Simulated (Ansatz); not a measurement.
For zinc-blende CdTe, LDA in Ansatz (PAW) gives:

* **equilibrium lattice constant a**: 6.409 Å
* **formation enthalpy**: -0.363 eV/atom

Task: What does r²SCAN+rVV10 (PAW; Ansatz, a first-principles code) give for the same quantities?

Result: 
- lattice constant a: 6.518 Å (grows by 1.7 %)
- formation enthalpy: -0.516 eV/atom (moves by -0.153 eV/atom)

For comparison: lattice constant a 6.48 Å (measured, room temperature, not corrected to a static lattice; as tabulated in Lucero et al. (2012), arXiv:1111.4515); formation enthalpy -0.520 eV/atom (measured, 298 K, not corrected to a static lattice, sources range from -0.522 to -0.479; as tabulated in Brebrick, High temperature thermodynamic data for CdTe(c), J. Phase Equilib. …).

Changes are worked out from the printed values.

Unless a cell is named, each level is at its own relaxed cell (LDA 32.90, r²SCAN+rVV10 34.62 Å³/atom).

Levels without +SOC leave out spin–orbit coupling, which shifts energies and cells of such heavy elements.

Ansatz's density-functional and Hartree–Fock values are scalar-relativistic unless marked +SOC, with PAW data made under PBE.
